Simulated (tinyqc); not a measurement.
The integration grid: Kohn-Sham LDA (VWN5) on finer and finer grids in the sto-3g basis, for BH2+, spin multiplicity 1. Computed by the program tinyqc with PySCF. Self-consistent on each grid; the net force on the molecule should vanish.

Geometry (angstrom):
```
atom       x        y       z
B     0.0000   0.0000  0.0000
H     0.0000   1.0370  0.5930
H     0.0000  -1.0370  0.5930
```

Kohn-Sham energy on Becke grids (radial x angular points per atom):
```
grid       points  residual of the electron count  E (hartree)  E - finest (mhartree)  largest net force without grid terms (hartree/bohr)
10 x 14       420                        2.29e-03   -24.921965              31.746839                                             2.43e-02
15 x 26      1170                       -3.92e-03   -24.956956              -3.244325                                             1.28e-03
20 x 50      3000                        3.31e-04   -24.953701               0.011158                                             9.29e-04
30 x 86      7738                        2.59e-04   -24.953780              -0.067723                                             6.95e-04
50 x 194    29096                       -2.44e-07   -24.953710               0.002427                                             1.86e-05
75 x 302    67910                        4.42e-08   -24.953712              -0.000049                                             7.96e-07
120 x 590  212212                       -2.53e-09   -24.953712               0.000000                                             2.38e-08
```

What does the comparison show, and why?

The energy is within 0.1 mhartree of the finest grid first at 20 x 50. The error has both signs, since quadrature is not variational. The electron count and the net force are cheap signs of a poor grid.
